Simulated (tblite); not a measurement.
Species: C₄H₇F.
SMILES with atom numbers: `[CH2:1]=[CH:2][CH2:3][CH2:4][F:5]` (hydrogens: H6, H7 on C1; H8 on C2; H9, H10 on C3; H11, H12 on C4)

Computed with GFN2-xTB (tblite), gas phase: nudged elastic band of 9 images (0 to 8), spring 0.2 eV/Å², climbing image at the end, force threshold 0.05 eV/Å. The top image wasn't refined or checked by frequencies; at this threshold it can lie a kcal/mol or more above the true saddle point of the method.

Path: rotation about C3–C4 (allylic carbon, sp3 C–F carbon), followed by the dihedral C2–C3–C4–F5, from 66° to 178°. Start geometry (image 0):
```
atom  x, y, z in Å
C1     -1.989    0.134   -0.115
C2     -0.810   -0.426   -0.307
C3      0.469    0.336   -0.471
C4      1.492   -0.053    0.592
F5      1.892   -1.357    0.426
H6     -2.886   -0.450   -0.001
H7     -2.107    1.205   -0.073
H8     -0.708   -1.502   -0.345
H9      0.896    0.120   -1.454
H10     0.286    1.409   -0.396
H11     2.397    0.561    0.518
H12     1.069    0.020    1.599
```

The first guess turns that dihedral rigidly in even steps and adds one set of random displacements (0.04 Å standard deviation a coordinate) to every inner image. Energies of the images above image 0 (eV) in the early part of the optimisation:

```csv
iteration,1,2,3,4,5,6,7,8
0,1.417,1.446,1.483,1.508,1.511,1.497,1.477,-0.013
10,0.045,0.072,0.095,0.101,0.085,0.054,0.026,-0.013
20,0.038,0.065,0.088,0.094,0.077,0.047,0.019,-0.013
```

**Question.** Where does the band end, and how far was the first guess from it?

**Answer.** Final energies, images 1 to 8: 0.014, 0.041, 0.063, 0.068, 0.051, 0.023, -0.003, -0.013 eV. The highest point drops from 1.51 eV (image 5) to 0.068 eV (image 4), by 1.44 eV. Image 4 moved by 0.06 Å rms, its dihedral from 126° to 122°. The end images are fixed. The true force on the top image ends at 0.041 eV/Å, and the largest on any image at 0.05 eV/Å; away from the top, the method drives only the force across the path to zero. The last saved iteration is 50.

What follows is the cost of the whole band run. The run took 1.5 s wall on Intel Xeon Platinum 8488C, one thread (shared host), and the process peaked at 0.18 GiB of memory.
